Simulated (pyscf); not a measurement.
Structures and frequencies: ωB97X-D3(BJ)/def2-SVP in PySCF.

Problem. How much does it cost (ΔH, 298 K, ωB97M-D3(BJ)/def2-TZVP) to split H₃C–CH₂–SnH(CH₃)–CH₃ at its C–Sn bond into •H₂C–CH₃ + H₃C–SnH•–CH₃?

Solution. C–Sn to •H₂C–CH₃ + H₃C–SnH•–CH₃: 266.6 kJ/mol. The 7 functionals that were run give +238.6 (r²SCAN) to +286.3 kJ/mol (ωB97X-D3(BJ)). H₃C–CH₂–SnH(CH₃)–CH₃ lies 35.1 kJ/mol over its isomer H₃C–Sn(CH₃)(CH₃)–CH₃, and others may lie lower still (electronic energy, ωB97M-D3(BJ)). Other isomers of •H₂C–CH₃, H₃C–SnH•–CH₃ were not searched in full and may lie lower. Elements past Kr carry the def2 core potentials, without spin-orbit coupling.
